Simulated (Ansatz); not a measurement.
Worked example: SiBr⁺, triplet against SiBr, doublet

Geometry (PBE0/def2-TZVP stationary point of a doublet), kept for both states (SiBr, doublet: Π; SiBr⁺, triplet: Π):

```xyz
2

Si    0.0000    0.0000    0.0000
Br    0.0000    0.0000    2.2315
```

Basis cc-pVDZ; Ansatz 0.2.0. Correlated methods freeze the noble-gas cores and the filled d shells of p-block atoms. R marks a restricted (for open shells ROHF) determinant, U an unrestricted one. No spin–orbit coupling is included, and no scalar relativity.

Full CI isn't at hand for all of this; UCCSDT(Q) serves as the reference, and is uncertain by about the last step of the cluster series.

```csv
level,"E(SiBr, doublet) (hartree)","E(SiBr⁺, triplet) (hartree)"
UHF,-2861.307686,-2860.945561
UMP2,-2861.479923,-2861.095317
UCCSD(T),-2861.511380,-2861.124399
PBE,-2863.057723,-2862.664028
PBE0,-2863.171897,-2862.774685
UCCSDT(Q),-2861.512687,-2861.126098
```

Give the vertical gap, SiBr⁺ triplet less SiBr doublet, at each level in eV (1 hartree = 27.2114 eV), and each error against UCCSDT(Q).

UCCSDT(Q): (-2861.126098 − (-2861.512687)) × 27.2114 = 10.520 eV (the reference)
PBE0: (-2862.774685 − (-2863.171897)) × 27.2114 = 10.809 eV, error 0.289 eV
PBE: (-2862.664028 − (-2863.057723)) × 27.2114 = 10.713 eV, error 0.193 eV
UCCSD(T): (-2861.124399 − (-2861.511380)) × 27.2114 = 10.530 eV, error 0.010 eV
UMP2: (-2861.095317 − (-2861.479923)) × 27.2114 = 10.466 eV, error -0.054 eV
UHF: (-2860.945561 − (-2861.307686)) × 27.2114 = 9.854 eV, error -0.666 eV

Total energies of functionals can't be set beside those of wave-function methods, since they hold the core's correlation and their own absolute errors; only the differences compare.

In so small a basis the reference is far from its limit while semilocal and hybrid functionals are nearer theirs, so the functionals' errors here hold much of the reference's basis and frozen-core error, which can add to them or hide them.

Each level lands on the state that its own search finds. T1 diagnostics of restricted CCSD: 0.021 and 0.039.
